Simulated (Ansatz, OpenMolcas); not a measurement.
# PNH4 (SMILES N=[PH3]): the vertical ionisation energy, rung by rung

PNH4: 6 atoms, total charge 0, spin state singlet. SMILES: `N=[PH3]`. Geometry: relaxed at GFN2-xTB.

```xyz
6

N     0.6145   -0.7126    0.8681
P    -0.1568    0.2251   -0.0815
H     1.0353   -1.5193    0.4338
H    -1.2997   -0.1796   -0.7813
H     0.4653    0.9308   -1.1183
H    -0.6585    1.2556    0.6793
```

Quantity: the vertical ionisation energy (to the doublet cation), in eV. The values are calculated.

```tsv
level	kind	program	value (eV)	less FCI/STO-3G	CPU time (all runs)
BLYP/STO-3G	GGA	Ansatz	5.64	+1.55	3.4 s
revPBE/STO-3G	GGA	Ansatz	5.71	+1.62	3.5 s
M06-2X/STO-3G	hybrid meta-GGA	OpenMolcas	5.54	+1.45	17 s
PBE0/STO-3G	global hybrid	OpenMolcas	5.42	+1.33	12 s
HSE06/STO-3G	range-separated hybrid	Ansatz	5.43	+1.34	4.8 s
B2PLYP/STO-3G	double hybrid	Ansatz	5.01	+0.92	5.5 s
MP2/STO-3G	perturbation theory	Ansatz	4.07	-0.02	0.36 s
CCSD(T)/STO-3G	coupled cluster or CI	Ansatz	4.08	-0.01	0.56 s
FCI/STO-3G	exact in the basis	Ansatz	4.09	0.00	10 s
```

FCI/STO-3G is exact within its basis and frozen core, so for wave-function methods in that basis the difference is their error; functionals converge differently with the basis, so for them it is only a difference. The values span 4.07 to 5.71 eV. All rows use very small basis sets, so even the best lies far from the true value. Times are those of the runs behind each value, whatever else they computed, on shared processors of several kinds: orders of magnitude only.
